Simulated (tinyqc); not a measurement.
Worked calculation: RKS/exchange-only LDA in the sto-6g basis, for H2O, spin multiplicity 1. One step of it, computed by the program tinyqc.

Task: Iteration 1: building the Kohn-Sham matrix. J_ij = sum D_kl (ij|kl); F = H + J + V_xc; E = tr D H + tr D J / 2 + E_xc + E_nn.

D at the start:
```
            1O 1s      1O 2s     1O 2px     1O 2py     1O 2pz      2H 1s      3H 1s
1O 1s    2.081893  -0.761490   0.115828   0.043298   0.090911   0.007810   0.408881
1O 2s   -0.761490   3.735880  -0.139463  -0.200791   1.159207  -1.791403  -1.360816
1O 2px   0.115828  -0.139463   0.721104  -0.995974  -0.153500   0.950971  -0.294903
1O 2py   0.043298  -0.200791  -0.995974   2.039662   0.066893  -0.677032   1.292194
1O 2pz   0.090911   1.159207  -0.153500   0.066893   1.694232  -0.297268  -1.592441
2H 1s    0.007810  -1.791403   0.950971  -0.677032  -0.297268   2.677047   0.274530
3H 1s    0.408881  -1.360816  -0.294903   1.292194  -1.592441   0.274530   2.675674
```

core Hamiltonian H = T + V (hartree):
```
             1O 1s      1O 2s     1O 2px     1O 2py     1O 2pz      2H 1s      3H 1s
1O 1s   -33.107587  -7.319240   0.000000   0.000000  -0.022240  -2.016353  -2.016353
1O 2s    -7.319240  -9.311773   0.000000   0.000000  -0.241394  -4.116658  -4.116658
1O 2px    0.000000   0.000000  -7.527173   0.000000   0.000000   0.000000   0.000000
1O 2py    0.000000   0.000000   0.000000  -7.711232   0.000000  -2.194623   2.194623
1O 2pz   -0.022240  -0.241394   0.000000   0.000000  -7.629656  -1.721052  -1.721052
2H 1s    -2.016353  -4.116658   0.000000  -2.194623  -1.721052  -5.326204  -1.851214
3H 1s    -2.016353  -4.116658   0.000000   2.194623  -1.721052  -1.851214  -5.326204
```

Two-electron integrals (ij|kl) in chemists' order, unique and non-zero (hartree):
```
(11|11) 4.787491    (21|11) 0.675884    (21|21) 0.121505    (22|11) 1.117379
(22|21) 0.249212    (22|22) 0.817383    (31|31) 0.025762    (32|31) 0.039145
(32|32) 0.180664    (33|11) 1.117381    (33|21) 0.249212    (33|22) 0.817382
(33|33) 0.880663    (41|41) 0.025762    (42|41) 0.039145    (42|42) 0.180664
(43|43) 0.047461    (44|11) 1.117381    (44|21) 0.249212    (44|22) 0.817382
(44|33) 0.785741    (44|44) 0.880663    (51|51) 0.025762    (52|51) 0.039145
(52|52) 0.180664    (53|53) 0.047461    (54|54) 0.047461    (55|11) 1.117381
(55|21) 0.249212    (55|22) 0.817382    (55|33) 0.785741    (55|44) 0.785741
(55|55) 0.880663    (61|11) 0.197677    (61|21) 0.034034    (61|22) 0.068185
(61|33) 0.068035    (61|41) 0.001326    (61|42) 0.002579    (61|44) 0.068324
(61|51) 0.000990    (61|52) 0.001924    (61|54) 0.000216    (61|55) 0.068196
(61|61) 0.009718    (62|11) 0.444881    (62|21) 0.100437    (62|22) 0.360374
(62|33) 0.354677    (62|41) 0.006371    (62|42) 0.045341    (62|44) 0.365655
(62|51) 0.004754    (62|52) 0.033833    (62|54) 0.008191    (62|55) 0.360790
(62|61) 0.028220    (62|62) 0.191216    (63|31) 0.011609    (63|32) 0.063798
(63|43) 0.009533    (63|53) 0.007113    (63|63) 0.028312    (64|11) 0.243814
(64|21) 0.055865    (64|22) 0.213781    (64|33) 0.203945    (64|41) 0.014803
(64|42) 0.089769    (64|44) 0.229719    (64|51) 0.002383    (64|52) 0.019380
(64|54) 0.012119    (64|55) 0.207680    (64|61) 0.016487    (64|62) 0.137986
(64|64) 0.127054    (65|11) 0.181930    (65|21) 0.041685    (65|22) 0.159521
(65|33) 0.152181    (65|41) 0.002383    (65|42) 0.019380    (65|44) 0.157186
(65|51) 0.013387    (65|52) 0.078259    (65|54) 0.013268    (65|55) 0.169195
(65|61) 0.012302    (65|62) 0.102964    (65|64) 0.073680    (65|65) 0.083291
(66|11) 0.560277    (66|21) 0.128797    (66|22) 0.524295    (66|33) 0.503096
(66|41) 0.011423    (66|42) 0.107888    (66|44) 0.543946    (66|51) 0.008524
(66|52) 0.080505    (66|54) 0.030482    (66|55) 0.525841    (66|61) 0.036648
(66|62) 0.338989    (66|64) 0.279995    (66|65) 0.208928    (66|66) 0.774999
(71|11) 0.197677    (71|21) 0.034034    (71|22) 0.068185    (71|33) 0.068035
(71|41) -0.001326   (71|42) -0.002579   (71|44) 0.068324    (71|51) 0.000990
(71|52) 0.001924    (71|54) -0.000216   (71|55) 0.068196    (71|61) 0.009570
(71|62) 0.027269    (71|64) 0.014382    (71|65) 0.011874    (71|66) 0.034831
(71|71) 0.009718    (72|11) 0.444881    (72|21) 0.100437    (72|22) 0.360374
(72|33) 0.354677    (72|41) -0.006371   (72|42) -0.045341   (72|44) 0.365655
(72|51) 0.004754    (72|52) 0.033833    (72|54) -0.008191   (72|55) 0.360790
(72|61) 0.027269    (72|62) 0.157792    (72|64) 0.077746    (72|65) 0.082565
(72|66) 0.233241    (72|71) 0.028220    (72|72) 0.191216    (73|31) 0.011609
(73|32) 0.063798    (73|43) -0.009533   (73|53) 0.007113    (73|63) 0.022709
(73|73) 0.028312    (74|11) -0.243814   (74|21) -0.055865   (74|22) -0.213781
(74|33) -0.203945   (74|41) 0.014803    (74|42) 0.089769    (74|44) -0.229719
(74|51) -0.002383   (74|52) -0.019380   (74|54) 0.012119    (74|55) -0.207680
(74|61) -0.014382   (74|62) -0.077746   (74|64) -0.015817   (74|65) -0.039674
(74|66) -0.099418   (74|71) -0.016487   (74|72) -0.137986   (74|74) 0.127054
(75|11) 0.181930    (75|21) 0.041685    (75|22) 0.159521    (75|33) 0.152181
(75|41) -0.002383   (75|42) -0.019380   (75|44) 0.157186    (75|51) 0.013387
(75|52) 0.078259    (75|54) -0.013268   (75|55) 0.169195    (75|61) 0.011874
(75|62) 0.082565    (75|64) 0.039674    (75|65) 0.065285    (75|66) 0.134390
(75|71) 0.012302    (75|72) 0.102964    (75|74) -0.073680   (75|75) 0.083291
(76|11) 0.186059    (76|21) 0.042366    (76|22) 0.163011    (76|33) 0.159513
(76|44) 0.162759    (76|51) 0.003257    (76|52) 0.026772    (76|55) 0.166762
(76|61) 0.011772    (76|62) 0.084840    (76|64) 0.052500    (76|65) 0.051369
(76|66) 0.151984    (76|71) 0.011772    (76|72) 0.084840    (76|74) -0.052500
(76|75) 0.051369    (76|76) 0.044725    (77|11) 0.560277    (77|21) 0.128797
(77|22) 0.524295    (77|33) 0.503096    (77|41) -0.011423   (77|42) -0.107888
(77|44) 0.543946    (77|51) 0.008524    (77|52) 0.080505    (77|54) -0.030482
(77|55) 0.525841    (77|61) 0.034831    (77|62) 0.233241    (77|64) 0.099418
(77|65) 0.134390    (77|66) 0.358176    (77|71) 0.036648    (77|72) 0.338989
(77|74) -0.279995   (77|75) 0.208928    (77|76) 0.151984    (77|77) 0.774999
```

nuclear repulsion = 9.77872422 hartree

V_xc (hartree):
```
            1O 1s      1O 2s     1O 2px     1O 2py     1O 2pz      2H 1s      3H 1s
1O 1s   -2.800847  -0.349336  -0.002710   0.000231  -0.010364  -0.106008  -0.105952
1O 2s   -0.349336  -0.694610  -0.007347  -0.005267  -0.038891  -0.309680  -0.295760
1O 2px  -0.002710  -0.007347  -0.658661   0.035678   0.001121   0.001315  -0.007841
1O 2py   0.000231  -0.005267   0.035678  -0.716111  -0.017964  -0.196307   0.175458
1O 2pz  -0.010364  -0.038891   0.001121  -0.017964  -0.708753  -0.159678  -0.142998
2H 1s   -0.106008  -0.309680   0.001315  -0.196307  -0.159678  -0.507537  -0.132592
3H 1s   -0.105952  -0.295760  -0.007841   0.175458  -0.142998  -0.132592  -0.459460
```

E_xc = sum of w rho eps_xc = -8.06298057 hartree

Give: Coulomb J; Kohn-Sham matrix F; total energy of this density.

Result:

Coulomb J (hartree):
```
         1O 1s  1O 2s  1O 2px  1O 2py  1O 2pz  2H 1s   3H 1s
1O 1s   16.903  2.994   0.010   0.004   0.054  0.848   0.847
1O 2s    2.994  7.878   0.042   0.051   0.288  3.570   3.505
1O 2px   0.010  0.042   7.792  -0.071  -0.005  0.004   0.028
1O 2py   0.004  0.051  -0.071   7.948   0.048  2.168  -2.063
1O 2pz   0.054  0.288  -0.005   0.048   7.893  1.710   1.651
2H 1s    0.848  3.570   0.004   2.168   1.710  5.550   1.636
3H 1s    0.847  3.505   0.028  -2.063   1.651  1.636   5.303
```

Kohn-Sham matrix F (hartree):
```
          1O 1s   1O 2s  1O 2px  1O 2py  1O 2pz   2H 1s   3H 1s
1O 1s   -19.005  -4.675   0.008   0.005   0.021  -1.274  -1.275
1O 2s    -4.675  -2.129   0.035   0.045   0.008  -0.857  -0.907
1O 2px    0.008   0.035  -0.394  -0.035  -0.004   0.005   0.020
1O 2py    0.005   0.045  -0.035  -0.479   0.030  -0.223   0.307
1O 2pz    0.021   0.008  -0.004   0.030  -0.446  -0.171  -0.213
2H 1s    -1.274  -0.857   0.005  -0.223  -0.171  -0.284  -0.348
3H 1s    -1.275  -0.907   0.020   0.307  -0.213  -0.348  -0.482
```

total energy of this density = -70.68575 hartree

This density is the starting one.
